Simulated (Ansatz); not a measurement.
We consider MgSiP₂ (I-42d, No. 122, 8 atoms in the cell), described by BLYP (Ansatz, a program for electronic structure, PAW).

Numerical settings: plane-wave cutoff 520 eV, 8×8×8 k mesh, Fermi–Dirac smearing 0.01 eV, scalar-relativistic PAW data made under PBE.

The cell has the measured lattice parameters. Conventional cell: a = 5.7209 Å, b = 5.7209 Å, c = 10.0950 Å, α = 90.00°, β = 90.00°, γ = 90.00°.

```yaml
crystal:
  lattice:
    - [-2.86045, 2.86045, 5.04750]
    - [2.86045, -2.86045, 5.04750]
    - [2.86045, 2.86045, -5.04750]
  atoms:
    - { symbol: Mg, position: [0.00000, 0.00000, 0.00000] }
    - { symbol: Mg, position: [0.75000, 0.25000, 0.50000] }
    - { symbol: Si, position: [0.50000, 0.50000, 0.00000] }
    - { symbol: Si, position: [0.25000, 0.75000, 0.50000] }
    - { symbol: P, position: [0.87500, 0.83257, 0.45757] }
    - { symbol: P, position: [0.16743, 0.62500, 0.04243] }
    - { symbol: P, position: [0.37500, 0.41743, 0.54243] }
    - { symbol: P, position: [0.58257, 0.12500, 0.95757] }
```

**Question.** List the 22 lowest band energies at Γ above −25 eV (eV, relative to the valence band maximum), grouping those that round alike.

**Answer.** At Γ: -12.33, -9.50 (×2), -9.30, -8.25, -4.89, -4.08 (×2), -3.74, -3.09, -2.71, -1.69 (×2), -0.32 (×2), 0.00, 1.51, 2.46, 2.98, 3.94 (×2), 4.04.

Note: cell and atoms aren't relaxed at this level (pressure 4.5 GPa).
